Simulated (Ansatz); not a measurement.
hcp Sc was calculated with HSE06 (Ansatz, a quantum-chemistry and plane-wave program, plane waves, PAW).

Input:

Ansatz 0.2 input:
```yaml
crystal:
  lattice:
    - [1.6558107292, -2.8679483108, 0.0]
    - [1.6558107292, 2.8679483108, 0.0]
    - [0.0, 0.0, 5.1780472362]
  atoms:
    - { symbol: Sc, position: [0.3333333333, 0.6666666667, 0.25] }
    - { symbol: Sc, position: [0.6666666667, 0.3333333333, 0.75] }
basis:
  ecutwfc: 460
  ecutrho_ratio: 4
  xc_grid: 2
kpoints:
  mp_grid: { grid: [9, 9, 6] }
hamiltonian:
  xc: hse06
  dispersion: none
  pseudopotentials: { kind: paw }
scf:
  occupations: { method: fermi_dirac, width: 0.05 }
output:
  forces: true
  stress: true
  eigenvalues: true
relax:
  f_tol: 0.01
  escape_saddle: false
  max_steps: 80
  cell: { stress_tol: 0.05, fix: [volume] }
```

Excerpt of the program's output:

```
Relaxation: its limit of steps is 80 (relax.max_steps)
Crystal: 2 atoms, lattice volume = 49.179 Å³
Basis set: ecut = 460 eV, 1093 PW (Γ), exchange–correlation on 48×48×80 points (8 copies of the dense FFT grid, shifted against one another)
Bands: 15, of which v1, the nominal top of the filled ones, is band 11 counted from 1 (10 counted from 0)
Symmetry: 24 space group operations
Space group: P63/mmc (ITA 194), of the structure as read, at distance tolerance 3.7e-5 Å
k-points: 48 of 486
SCF iter   1: F=—  HF=-4271.637026 eV  |F-HF|=—  |Δ(HF+E_count)|=         —  Δρ=2.26e-3  dr2=2.40e-3
SCF iter   2: F=—  HF=-4271.637335 eV  |F-HF|=—  |Δ(HF+E_count)|=   3.09e-4  Δρ=1.36e-3  dr2=9.91e-4
  ...
SCF 1 converged in 7 iterations: F = -4271.637303 eV  dr2 = 3.36e-12
Crystal: 2 atoms, lattice volume = 49.179 Å³
Initial density: handed on by an earlier stage of this run
Crystal: 2 atoms, lattice volume = 49.179 Å³
Crystal: 2 atoms, lattice volume = 49.179 Å³
SCF 4 converged in 5 iterations: F = -4271.813468 eV  dr2 = 6.87e-13
Crystal: 2 atoms, lattice volume = 49.179 Å³
Crystal: 2 atoms, lattice volume = 49.179 Å³
SCF 6 converged in 5 iterations: F = -4271.813483 eV  dr2 = 4.89e-12
Crystal: 2 atoms, lattice volume = 49.179 Å³
SCF 7 converged in 2 iterations: F = -4271.813483 eV  dr2 = 5.07e-12
Crystal: 2 atoms, lattice volume = 49.179 Å³
SCF 8 converged in 3 iterations: F = -4271.813481 eV  dr2 = 1.18e-12
Crystal: 2 atoms, lattice volume = 49.179 Å³
SCF iter   1: F=—  HF=-4271.813481 eV  |F-HF|=—  |Δ(HF+E_count)|=         —  Δρ=3.36e-8  dr2=3.19e-13
SCF iter   2: F=-4271.813481 eV  HF=-4271.813481 eV  |F-HF|=9.09e-13  |Δ(HF+E_count)|=    0.00e0  Δρ=1.74e-8  dr2=1.40e-13
SCF 9 converged in 2 iterations: F = -4271.813481 eV  dr2 = 1.40e-13
Free energy (F): -4271.813481 eV
Internal energy: -4271.787741 eV  (E = F + TS)
E sigma→0 (E₀):  -4271.800611 eV
Fermi energy:    9.361785 eV
--- Forces (eV/Å), atoms counted from 1 ---
  atom   1  Sc     0.00000000    -0.00000000     0.00000000
  atom   2  Sc     0.00000000     0.00000000     0.00000000
--- Stress (GPa, compression-positive) ---
        1.483058       0.000000      -0.000000
        0.000000       1.483058       0.000000
       -0.000000       0.000000       1.482031
  P = ⅓ Tr σ = 1.4827 GPa (14.827 kbar)
```

The cell is one volume of an energy–volume scan, off the minimum.

The PAW data were made under PBE.

Note: the run warned that the count of filled bands differs between k points.

Cost on a shared machine: roughly 8 core-minutes.
